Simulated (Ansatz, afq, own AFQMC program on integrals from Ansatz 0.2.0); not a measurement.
**CHAl, triplet in 6-31G, levels against full CI**

```xyz
3

Al    0.0000    0.0000    0.2464
C     0.0000    0.0000   -2.0936
H     0.0000    0.0000    1.8473
```

Connectivity, by distances: AlH–C.

Basis 6-31G. Noble-gas cores (and the filled d shells of Ga–Kr and In–Xe) are frozen. Ansatz 0.2.0 and our own AFQMC program on the same integrals; the CISD trial comes from CCSD amplitudes, and released means the phaseless constraint is let go. Uncertainties: one standard error, sampling alone.

Determinant: ROHF, the one that the program's search chose, which needn't be the lowest solution. The geometry is a point of a scan.

Full CI on the same integrals is exact in this basis and with this determinant's frozen core.

Cautions: lower spins were not checked; a spin-contaminated unrestricted determinant lies lower (UHF 172 meV lower, ⟨S²⟩ 2.26); strong correlation (T1 0.081, weight of the determinant 0.79, largest double 0.12); the released energies have errors that jump between times, so the bars are unsure, so no released level is given (meV from the phaseless value at times in 1/Eh: -8 ± 5 at 0.24, -8 ± 9 at 0.51, 217 ± 236 at 0.99, -30 ± 5 at 1.62, -38 ± 3 at 2.40).

```
T1 diagnostic                               : 0.0806
weight of the determinant in the CISD state : 0.793
size of the correlated space                : 8 electrons in 18 orbitals
```

Reference: full CI, correlation energy -3.256 eV. The cautions show a poor starting determinant, so the rows tell how each method copes with it here, and full CI is the sure value.

```
        level  E − E(reference) (meV)  share of correlation (%)
           HF                  3256.1                      0.00
          MP2                  1205.0                     62.99
         CCSD                   221.7                     93.19
      CCSD(T)                    79.0                     97.57
        CCSDT                    11.4                     99.65
     CCSDT(Q)                    -4.1                    100.13
       CCSDTQ                     0.6                     99.98
ph-AFQMC/CISD              55.9 ± 4.3                     98.28
```

CCSDT and higher add their correlation energy to the determinant of the CCSD(T) run, since their own runs factorise the integrals more tightly (a shift of under 2 meV). A walk keeps the symmetry of its determinant, which the program's search chose and which needn't be the lowest solution, so a lower state of the same spin and another symmetry isn't excluded.
